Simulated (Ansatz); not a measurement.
## H2Ge–CH2⁺, quartet: the ladder up to UCCSDT(Q)

Geometry: that of the H2Ge–CH2, triplet, kept fixed. The doublet lies 3.3 eV lower here.

```xyz
6

Ge    0.0307    0.0000    0.3035
C    -0.0616    0.0000   -1.6189
H    -0.6457    1.2579    0.9017
H    -0.6457   -1.2579    0.9017
H     0.8253    0.0000   -2.2419
H    -1.0121    0.0000   -2.1455
```

Basis cc-pVDZ; Ansatz 0.2.0. Only valence electrons are correlated (noble-gas cores and the filled d shells of p-block atoms frozen), which leaves 11 electrons in 46 orbitals. Prefix R: restricted or restricted open-shell reference; prefix U: unrestricted. No spin–orbit coupling is included, and no scalar relativity.

Full CI isn't at hand for all of this; UCCSDT(Q) serves as the reference, and is uncertain by about the last step of the cluster series.

The UHF ⟨S²⟩ is 3.775, the T1 diagnostic (RCCSD) is 0.0330 and the largest doubles amplitude (RCCSD) is 0.052. The T1 diagnostic (UCCSD) is 0.0229.

Question: From what is known of these methods and the diagnostics, rank them by the size of their error in total energy against UCCSDT(Q) in cc-pVDZ, smallest first (an estimate: the text doesn't fix the numbers).
A. UMP2
B. UCCSD(T)
C. UCCSD
D. UHF
E. UCCSDT

Answer: E (0.6 kJ/mol), B (4.2 kJ/mol), C (18.4 kJ/mol), A (127.7 kJ/mol), D (573.3 kJ/mol).

All errors are against UCCSDT(Q) in cc-pVDZ. Within each family the higher level lies nearer, as is usual though not guaranteed.
